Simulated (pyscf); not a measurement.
F–SiH₂–NH–SiH₃ (SMILES F[SiH2]N[SiH3]) + H₂ (SMILES [H][H]) → H₂N–SiH₂–F (SMILES N[SiH2]F) + SiH₄ (SMILES [SiH4]), a four-centre exchange (singlet surface; N–Si, H–H broken, H–N, H–Si formed). Single points on ωB97X-D3(BJ)/def2-SVP structures (PySCF, gas phase). Energies in kJ/mol from the separated reactants.

Small-basis levels: PySCF, no dispersion term, spherical d functions. AM1 to PM7: differences of heats of formation from MOPAC. Cost: rough CPU time at the saddle relative to B3LYP/6-31G*, from one job on a shared machine.

| level | barrier | reaction energy | cost |
|---|---|---|---|
| HF/3-21G | 298.6 | +38.2 | 0.07 |
| MP2/6-31G* | 278.4 | +42.4 | 0.1 |
| SVWN5/6-31G* | 163.2 | +25.7 | 1.0 |
| B3LYP/STO-3G | ___ | +32.2 | 0.7 |
| B3LYP/LANL2DZ | ___ | -7.3 | 0.7 |
| M06-2X/6-31G* | 235.4 | +36.5 | 2 |
| PM7 | 429.3 | +228.6 | under 0.02 |
| ωB97M-D3(BJ)/def2-TZVP | ___ | +28.3 | – |

### Question
Some entries are withheld; supply them.

### Answer

- B3LYP/STO-3G, barrier: 264.5
- B3LYP/LANL2DZ, barrier: 249.1
- ωB97M-D3(BJ)/def2-TZVP, barrier: 226.5

Against the last row the barrier runs from -63.3 (SVWN5/6-31G*) to +202.8 kJ/mol (PM7). ωB97M-D3(BJ)/def2-TZVP has limits of its own. One saddle was located; it need not be the lowest between these sides.
